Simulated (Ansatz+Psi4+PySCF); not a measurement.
doublet C₂H₅: levels of theory in one basis

```xyz
7

C    -0.2520   -0.8250   -0.0281
C    -0.2639    0.6785   -0.0267
H     0.7556   -1.2328   -0.0290
H    -0.7619   -1.1883    0.8988
H    -0.7352   -1.2247   -0.8684
H    -0.1715    1.2168   -0.8958
H    -0.1762    1.2009    0.9090
```

Basis set: cc-pVTZ (spherical functions). Left uncorrelated: 2 orbitals. Correlation on ROHF uses semicanonical orbitals with singles. Charge 0, multiplicity 2.

Computed with Ansatz (development build ahead of 0.2.0) and Psi4 1.11; each method stands on the lowest determinant of its kind that the runs found.

```json
{"method": "ROHF", "E − E(ROHF) (eV)": "0.00", "<S²> of the determinant": "0.75"}
{"method": "UHF", "E − E(ROHF) (eV)": "-0.13", "<S²> of the determinant": "0.76"}
{"method": "ROHF-MP2", "E − E(ROHF) (eV)": "-9.12", "<S²> of the determinant": "–"}
{"method": "UHF-MP2", "E − E(ROHF) (eV)": "-9.11", "<S²> of the determinant": "0.76"}
```
